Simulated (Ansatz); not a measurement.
**How far each method lies from RCCSDT(Q) for AsH₂⁻, singlet**

Geometry: that of the AsH2⁻, triplet, kept fixed.

```yaml
atoms:
  - { symbol: As, position_ang: [0.0000, 0.0191, 0.0272] }
  - { symbol: H, position_ang: [0.0000, -1.5033, -0.1111] }
  - { symbol: H, position_ang: [0.0000, 0.0833, -1.9075] }
```

Basis aug-cc-pVTZ; Ansatz 0.2.0. Only valence electrons are correlated (noble-gas cores and the filled d shells of p-block atoms frozen), which leaves 8 electrons in 91 orbitals. Prefix R: restricted or restricted open-shell reference. Active spaces: valence = (8e, 6o) chosen from the atoms' valence shells. No spin–orbit coupling is included, and no scalar relativity.

Full CI isn't at hand for all of this; RCCSDT(Q) serves as the reference, and is uncertain by about the last step of the cluster series.

```
UHF ⟨S²⟩                          : 0.000
T1 diagnostic (RCCSD)             : 0.0179
largest doubles amplitude (RCCSD) : 0.056
```

```json
{"level": "RMP2", "E − E(RHF) (eV)": "-4.5294"}
{"level": "RCCSD", "E − E(RHF) (eV)": "-5.2079"}
{"level": "RCCSD(T)", "E − E(RHF) (eV)": "-5.4479"}
```

(1) Estimate how far RCCSDT(Q) in aug-cc-pVTZ lies from RCCSD(T). The table doesn't fix it; the size of (T) and the diagnostics are the guide.

(1) RCCSDT(Q) in aug-cc-pVTZ lies 0.91 kcal/mol below RCCSD(T), which is 16 % of the (T) step (-5.54 kcal/mol). The diagnostics are small and one determinant leads, so the series closes fast and only a small part of (T) is left.

The other levels:

```json
{"level": "BCCD(T)", "E − E(RCCSDT(Q)) (kcal/mol)": "0.89", "share of correlation (%)": "99.29", "wall time": "2.9 s"}
{"level": "RCCSDT", "E − E(RCCSDT(Q)) (kcal/mol)": "0.32", "share of correlation (%)": "99.74", "wall time": "–"}
{"level": "CASSCF (valence space)", "E − E(RCCSDT(Q)) (kcal/mol)": "100.35", "share of correlation (%)": "20.70", "wall time": "–"}
{"level": "NEVPT2 (valence space)", "E − E(RCCSDT(Q)) (kcal/mol)": "25.62", "share of correlation (%)": "79.75", "wall time": "1.7 s (H100)"}
{"level": "MRCISD (valence space)", "E − E(RCCSDT(Q)) (kcal/mol)": "9.29", "share of correlation (%)": "92.66", "wall time": "–"}
{"level": "MRCISD+Q (valence space)", "E − E(RCCSDT(Q)) (kcal/mol)": "1.44", "share of correlation (%)": "98.86", "wall time": "2.1 s (H100)"}
```

The correlation energy at RCCSDT(Q), counted from RHF, is -5.487 eV. That run took 2.4 s on 2 threads of AMD EPYC 7R13 with a shared H100 80 GB, shared host.

Times hold each run's SCF and search for its determinant on a shared host, so for small cases they say little of a method's own cost; rows without a card ran on 1 thread of AMD EPYC 7R13.

Natural occupations of CASSCF (valence space) about the gap: 1.999 1.997 1.972 1.930 0.072 0.029; effectively unpaired electrons, Σ n²(2−n)², 0.04.
